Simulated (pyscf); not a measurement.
Optimised with ωB97X-D3(BJ)/def2-SVP in PySCF. Correlated levels are frozen-core, on RHF or UHF. ΔMP2 is the change of the MP2 total energy from the triple- to the quadruple-zeta basis.

Q: Estimate by transition-state theory (the high-pressure limit) the rate constant of `[CH2][OH]` [doublet] → `[CH2]=[O]` + `[H]` [doublet] (doublet surface; H–O broken, none formed) at 900 K, with CCSD(T)/def2-TZVPP + ΔMP2(QZVPP) energies (ideal gas, 1 atm, RRHO with modes under 100 cm⁻¹ raised to 100, one conformer, R ln 2 for rigid chiral ones; no tunnelling).

A: The electronic barrier is 45.9 kcal/mol and the thermal terms add -8.2, so ΔG‡ = 37.7 kcal/mol. With k_BT/h = 1.88e+13 s⁻¹ and RT = 1.788 kcal/mol, k = 1.3e+04 s⁻¹; so small a molecule is far into fall-off at 1 atm, where the true rate is lower. Wigner's tunnelling factor for 1580i cm⁻¹ would be 1.27. A shift of 1 kcal/mol in the barrier changes k by a factor 1.7. This is the saddle that the search found; another between the same sides may lie lower. The CCSD(T) − MP2 part came from Ansatz, without density fitting, on the same reference. A UHF reference is spin-contaminated (<S²> up to 0.95), which harms MP2 most.
